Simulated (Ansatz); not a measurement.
`CCF` and `CC(F)Cl` differ in one atom or group.

Ansatz, PBE0-D4/def2-TZVP geometries, multiplicity 1. 

```
                                          property  `CCF`
               LUMO energy (B3LYP/def2-TZVPP) / eV   1.06
               HOMO energy (B3LYP/def2-TZVPP) / eV  -9.14
size of the dipole moment (ωB97M-V/def2-TZVPP) / D   1.87
             HOMO–LUMO gap (B3LYP/def2-TZVPP) / eV  10.21
                LUMO energy (PBE0/def2-TZVPP) / eV   1.44
    size of the dipole moment (PBE/def2-TZVPP) / D   1.75
```

**Question.** Give the same properties after the change, and the shifts. (An estimate is asked.)

**Answer.** The calculation gave: 
```
                                          property  `CC(F)Cl`  shift
               LUMO energy (B3LYP/def2-TZVPP) / eV       0.44  -0.62
               HOMO energy (B3LYP/def2-TZVPP) / eV      -8.46   0.68
size of the dipole moment (ωB97M-V/def2-TZVPP) / D       2.16   0.29
             HOMO–LUMO gap (B3LYP/def2-TZVPP) / eV       8.90  -1.31
                LUMO energy (PBE0/def2-TZVPP) / eV       0.76  -0.68
    size of the dipole moment (PBE/def2-TZVPP) / D       2.07   0.32
```

With PBE0 the HOMO rises by 0.64 eV and the LUMO falls by 0.68 eV, so the gap narrows by about 1.32 eV. PBE moves the HOMO by 0.39 eV and ωB97M-V by 0.73 eV. Dipoles are sizes alone; their direction can turn.

B3LYP here is the variant with VWN-RPA as its local correlation; programs differ in this.
